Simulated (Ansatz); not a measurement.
propyne (SMILES C#CC) moved off its minimum; all values from Ansatz (a quantum-chemistry and plane-wave program), cores frozen in correlated methods.
(charge 0, multiplicity 1)
```xyz
7

C     -1.0992     0.0109    -0.1106
C      0.2772    -0.0947     0.2222
C      1.3983     0.0587     0.1631
H     -1.5568    -0.9922    -0.7275
H     -1.7976     0.8317    -0.5877
H     -1.6831    -0.2486     0.6352
H      2.3818     0.2537     0.3076
```

| level | largest force (eV/Å) | on atom | rms difference from CCSD(T)/cc-pVTZ (eV/Å) | dipole (D) |
|---|---|---|---|---|
| HF/def2-TZVPP | 7.17 | C1 | 0.961 | 0.64 |
| PBE/def2-TZVPP | 9.62 | C2 | 0.285 | 0.73 |
| r2SCAN/def2-TZVPP | 9.07 | C2 | 0.259 | 0.74 |
| B3LYP/def2-TZVPP | 8.48 | C2 | 0.343 | 0.69 |
| wB97M-V/def2-TZVPP | 8.11 | C2 | 0.409 | 0.69 |
| MP2/cc-pVTZ | 9.64 | C2 | 0.122 | 0.62 |
| CCSD(T)/cc-pVTZ | 9.23 | C2 | 0.000 | 0.60 |

The differences count from one level among others, with limits of its own. Forces at CCSD(T)/cc-pVTZ (eV/Å):

| atom | Fx | Fy | Fz |
|---|---|---|---|
| C1 | -3.342 | -2.112 | -5.049 |
| C2 | -9.142 | 0.143 | -1.244 |
| C3 | 8.214 | 0.861 | 0.146 |
| H4 | 1.900 | 2.358 | 0.748 |
| H5 | 2.731 | -0.675 | 0.545 |
| H6 | -2.647 | -0.787 | 4.703 |
| H7 | 2.286 | 0.212 | 0.152 |
